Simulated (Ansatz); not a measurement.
# AlSiH (triplet): the correlation ladder at scale of all distances = 1.296, cc-pVDZ

Aim: climb from Hartree-Fock through coupled cluster and multireference methods for AlSiH (triplet) at one geometry and basis, and see what each rung misses.

Program: Ansatz 0.2.0, Gaussian basis. Level of theory: cc-pVDZ, core rule «outside noble gas», up to 10 orbitals frozen. These are calculated values, not measurements.

The runs, in order: UHF; CCSD(T) on ROHF; CCSD(T) on UHF; BCCD(T) on ROHF; CISD; CCSDT(Q) on ROHF; CCSDT(Q) on UHF; CASSCF and MRCISD+Q, 4 electrons in 4 orbitals; CASSCF and NEVPT2, 4 electrons in 4 orbitals; CASSCF and MRCISD+Q, 8 electrons in 9 orbitals; CASSCF and NEVPT2, 8 electrons in 9 orbitals.

14 further runs of the same task are left out: 11 that didn't finish, 3 set aside as unsound or not needed.

## Step 1: The geometry

The geometry derives from a PBE0/def2-TZVP stationary point (not a proven minimum). All distances are scaled together.

3 atoms, charge 0, spin multiplicity 3.

Atoms are counted from 1 here; the program's logs count them from 0.

No contacts short enough for the rule that draws bonds.

## Step 2: UHF

in.yaml reads:

```yaml
crystal:
  periodic: [false, false, false]
  atoms:
    - {symbol: Si, position_ang: [0.000000, -0.046606, 1.510374]}
    - {symbol: Al, position_ang: [0.000000, -0.015284, -1.587443]}
    - {symbol: H, position_ang: [0.000000, 1.707769, 0.408799]}
basis:
  gaussian: {orbitals: cc-pVDZ}
magnetization: {spin_polarized: true, initial_magnetization: 2}
hamiltonian: {xc: hf}
output: {orbitals: {seedname: orbitals}}
```

Launch:

```sh
$ ansatz run in.yaml --threads 1 --pin off --events-out ev --progress --plain --max-ram 2393MiB
```

After this run come: CCSD(T) on ROHF; CCSD(T) on UHF; BCCD(T) on ROHF; CISD; CCSDT(Q) on ROHF; CCSDT(Q) on UHF; CASSCF and MRCISD+Q, 4 electrons in 4 orbitals; CASSCF and NEVPT2, 4 electrons in 4 orbitals; CASSCF and MRCISD+Q, 8 electrons in 9 orbitals; CASSCF and NEVPT2, 8 electrons in 9 orbitals.

**Question.** What will the summary of the whole plan be? Wanted: RCCSDT(Q) below the RHF energy; RMP2 from RCCSDT(Q); UMP2 from RCCSDT(Q); RCCSD from RCCSDT(Q); RCCSD(T) from RCCSDT(Q); UCCSD(T) from RCCSDT(Q); UCCSDT(Q) from RCCSDT(Q); NEVPT2 pair from RCCSDT(Q); MRCISD+Q pair from RCCSDT(Q).

As calculated:

| quantity | value |
| --- | --- |
| RCCSDT(Q) below the RHF energy | -4.5164 eV |
| RMP2 from RCCSDT(Q) | +124.1 kJ/mol |
| UMP2 from RCCSDT(Q) | +127.5 kJ/mol |
| RCCSD from RCCSDT(Q) | +24.9 kJ/mol |
| RCCSD(T) from RCCSDT(Q) | +7.1 kJ/mol |
| UCCSD(T) from RCCSDT(Q) | +7.2 kJ/mol |
| UCCSDT(Q) from RCCSDT(Q) | -0.2 kJ/mol |
| NEVPT2 pair from RCCSDT(Q) | +114.1 kJ/mol |
| MRCISD+Q pair from RCCSDT(Q) | +0.7 kJ/mol |
| NEVPT2 valence from RCCSDT(Q) | +63.1 kJ/mol |
| levels within 1 kcal/mol (43 meV) | RCCSDT, UCCSDT, UCCSDT(Q), MRCISD+Q pair, MRCISD+Q valence |
| T1 diagnostic | 0.041 |
| effectively unpaired electrons | 2.11 |

In words: RCCSD(T) lands +7.1 kJ/mol from the yardstick (1.6 % of the correlation energy). The occupations are near whole numbers, but T1 = 0.041 shows that the orbitals relax strongly. Of the multireference levels listed MRCISD+Q pair comes nearest in total energy (+0.7 kJ/mol), which doesn't show that its space is the better one. These misses are within one basis, not against nature; the frozen cores of restricted and unrestricted runs differ, which can shift their rows.
